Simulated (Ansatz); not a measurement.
hcp Hf was calculated with r²SCANh (PAW; Ansatz, a first-principles code).

Input:

Ansatz 0.2 input:
```yaml
crystal:
  lattice:
    - [1.6026597856, -2.775888176, 0.0]
    - [1.6026597856, 2.775888176, 0.0]
    - [0.0, 0.0, 5.065789129]
  atoms:
    - { symbol: Hf, position: [0.3333333333, 0.6666666667, 0.25] }
    - { symbol: Hf, position: [0.6666666667, 0.3333333333, 0.75] }
basis:
  ecutwfc: 520
  ecutrho_ratio: 4
  xc_grid: 3
kpoints:
  mp_grid: { grid: [12, 12, 6] }
hamiltonian:
  xc: r2scanh
  dispersion: none
  pseudopotentials: { kind: paw }
scf:
  occupations: { method: fermi_dirac, width: 0.05 }
  convergence: { dr2_threshold: 0.0000000002 }
output:
  forces: true
  stress: true
  eigenvalues: true
```

Output (set-up and result lines):

```
WARN output.stress: scf.exx.energy_threshold = 1e-6 eV is looser than the 2e-8 eV advised for a stress under a hybrid functional (1e-8 eV for each atom of the …
Crystal: 2 atoms, lattice volume = 45.073 Å³
Basis set: ecut = 520 eV, 1201 PW (Γ), exchange–correlation on 72×72×120 points (27 copies of the dense FFT grid, shifted against one another)
Bands: 32, of which v1, the nominal top of the filled ones, is band 26 counted from 1 (25 counted from 0)
Symmetry: 24 space group operations
Space group: P63/mmc (ITA 194), of the structure as read, at distance tolerance 3.6e-5 Å
k-points: 76 of 864
Functional: x = r2scan, c = r2scan; τ floored in thin density (d = 2e-4 eV/Å³), warm-up for x = 0.9 r2scan + 0.1 exact, c = r2scan; τ floored in thin density (d = 2e-4 eV/Å³)
SCF iter   1: F=—  HF=-31466.115963 eV  |F-HF|=—  |Δ(HF+E_count)|=         —  Δρ=9.33e-3  dr2=2.10e-2  dr2_τ=3.46e-2
SCF iter   2: F=—  HF=-31466.129693 eV  |F-HF|=—  |Δ(HF+E_count)|=   1.37e-2  Δρ=4.20e-3  dr2=5.41e-3  dr2_τ=1.82e-3
  ...
SCF 1 converged in 10 iterations: F = -31466.130828 eV  dr2 = 1.36e-11
Crystal: 2 atoms, lattice volume = 45.073 Å³
Initial density: handed on by an earlier stage of this run
Functional: x = 0.9 r2scan + 0.1 exact, c = r2scan; τ floored in thin density (d = 2e-4 eV/Å³)
Crystal: 2 atoms, lattice volume = 45.073 Å³
SCF iter   5: F=—  HF=-31462.517788 eV  |F-HF|=—  |Δ(HF+E_count)|=   1.39e-9  Δρ=8.50e-7  dr2=3.86e-10  dr2_τ=2.27e-11
SCF iter   6: F=-31462.517788 eV  HF=-31462.517788 eV  |F-HF|=7.28e-12  |Δ(HF+E_count)|=  6.91e-11  Δρ=2.58e-7  dr2=2.69e-11  dr2_τ=1.48e-11
SCF 3 converged in 6 iterations: F = -31462.517788 eV  dr2 = 2.69e-11
Free energy (F): -31462.517788 eV
Internal energy: -31462.510925 eV  (E = F + TS)
E sigma→0 (E₀):  -31462.514357 eV
Fermi energy:    19.729921 eV
--- Forces (eV/Å), atoms counted from 1 ---
  atom   1  Hf     0.00000000    -0.00000000     0.00000000
  atom   2  Hf    -0.00000000     0.00000000     0.00000000
--- Stress (GPa, compression-positive) ---
       -0.000208      -0.000000       0.000000
       -0.000000      -0.000208       0.000000
        0.000000       0.000000      -0.008168
  P = ⅓ Tr σ = -0.0029 GPa (-0.029 kbar)
```

The PAW data were made under PBE.

Note: the run warned that the count of filled bands differs between k points.
